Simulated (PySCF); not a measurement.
Compound: MgMeH, CH₄Mg.
SMILES: `[CH3][MgH]`

The closed-shell ground state was solved at several levels (PySCF, density fitting, gas phase, non-relativistic). Isolated species at its PBE0-D3(BJ)/def2-SVP geometry, gas phase.

```json
{"level": "wB97X-D/pcSseg-1", "basis functions": "53", "total energy (Eh)": "-240.5242", "HOMO (eV)": "-8.71", "LUMO (eV)": "1.27", "gap (eV)": "9.98", "dipole (D)": "0.20"}
{"level": "PBE0/def2-SVPD", "basis functions": "73", "total energy (Eh)": "-240.2997", "HOMO (eV)": "-6.83", "LUMO (eV)": "-0.38", "gap (eV)": "6.45", "dipole (D)": "0.40"}
```

Q: What might PBE0/pcSseg-1 (53 basis functions) give for the same quantities?

A: Total energy -240.3798 Eh, HOMO -6.84 eV, LUMO -0.19 eV, gap 6.65 eV, dipole 0.23 D.

Q: Over all these levels, which gives the widest orbital gap and which the narrowest?

A: wB97X-D/pcSseg-1 (range-separated hybrid) has the widest, 9.98 eV, and PBE0/def2-SVPD (global hybrid, 25 % exact exchange) the narrowest, 6.45 eV. Functional and basis both differ between the two, so the spread mixes both effects.

Q: How far do the dipole and the HOMO energy spread over the levels?

A: The dipole runs from 0.20 to 0.40 D (mean 0.28 D) and the HOMO from -8.71 to -6.83 eV.

wB97X-D is run here without its empirical dispersion term; that term would change no orbital, density or response property at a fixed geometry.
